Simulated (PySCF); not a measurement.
N-ethylisopropylamine, C5H13N.
Cartesian coordinates in Å at the PBE0-D3(BJ)/def2-SVP level; atoms count from 1:
```
atom  x, y, z in Å
C1     2.2639    1.5286   -0.1916
C2     1.4295    0.3754    0.3316
N3     0.0468    0.5177   -0.0613
C4    -0.8749   -0.4745    0.4623
C5    -2.2980   -0.0009    0.2103
C6    -0.6341   -1.8344   -0.1807
H7     2.1843    1.5945   -1.2870
H8     3.3235    1.4100    0.0787
H9     1.9204    2.4892    0.2276
H10    1.5555    0.2940    1.4368
H11    1.8226   -0.5680   -0.0826
H12   -0.2792    1.4456    0.2016
H13   -0.7455   -0.5976    1.5642
H14   -2.4856    0.9711    0.6952
H15   -3.0321   -0.7182    0.6057
H16   -2.4726    0.1189   -0.8705
H17    0.3724   -2.2213    0.0367
H18   -0.7391   -1.7559   -1.2743
H19   -1.3582   -2.5745    0.1921
```

Computed at PBE0/pcSseg-1 (PySCF, non-relativistic), with Q(14N) = 0.02044 b: N3, 14N (I = 1): χzz = -5.846 MHz, η = 0.054.

(1) Where would the pure quadrupole (NQR) lines of 14N at N3 fall for the rigid, isolated species?

Results:

(1) From ν± = (3/4)|χ|(1 ± η/3) and ν0 = |χ|η/2: ν+ 4.464 MHz, ν− 4.306 MHz, ν0 0.158 MHz (secondary amine nitrogen).

In a crystal, neighbours and librations shift these lines. The small basis limits the accuracy of the gradients.

One conformer stands for the species.
